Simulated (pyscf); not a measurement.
7 silicon, germanium or tin steps of one kind (atom transfer, radical): barrier in eV, from the separated reactants or the lowest minimum found. Single points on ωB97X-D3(BJ)/def2-SVP structures (PySCF, gas phase). Functionals in def2-TZVP; the last column is ωB97M-D3(BJ)/def2-TZVP. Rows were drawn at random from the steps of this kind and element class whose saddle was verified and whose references are stable.

```
step                                              PBE  r²SCAN  B3LYP-D3(BJ)  ωB97M-D3(BJ)
-----------------------------------------------  ----  ------  ------------  ------------
Cl–Ge(Cl)(Cl)–Cl + H• -> HCl + Cl–Ge•(Cl)–Cl     0.05    0.12          0.15          0.49
Cl–GeH₃ + H• -> GeH₃• + HCl                      0.21    0.26          0.30          0.59
SiH₃• + H₃C–Cl → H₃Si–Cl + CH₃•                  0.09    0.14          0.19          0.38
F–GeH₃ + H• → GeH₃• + HF                         0.61    0.78          0.76          1.05
HCl + Cl–Si•(Cl)–Cl -> Cl–Si(Cl)(Cl)–Cl + H•     0.42    0.44          0.54          0.67
SiH₃• + HCl -> H₃Si–Cl + H•                      0.36    0.44          0.50          0.67
•H₂Si–O–SiH₃ + F–CH₂–F → F–SiH₂–O–SiH₃ + •H₂C–F  0.75    0.83          0.92          1.12
```

Differences from the last column (eV): PBE: mean -0.36, median -0.37, mean size 0.36, lower in 7 of 7; r²SCAN: mean -0.28, median -0.27, mean size 0.28, lower in 7 of 7; B3LYP-D3(BJ): mean -0.23, median -0.20, mean size 0.23, lower in 7 of 7. PBE is closest for row 5 (0.25 eV apart) and farthest for row 4 (0.44 eV). PBE, r²SCAN and M06-2X carry no added dispersion term. The last column is a level with limits of its own. Each barrier is that of the saddle found. Elements up to Kr have no core potential and no relativistic terms here.
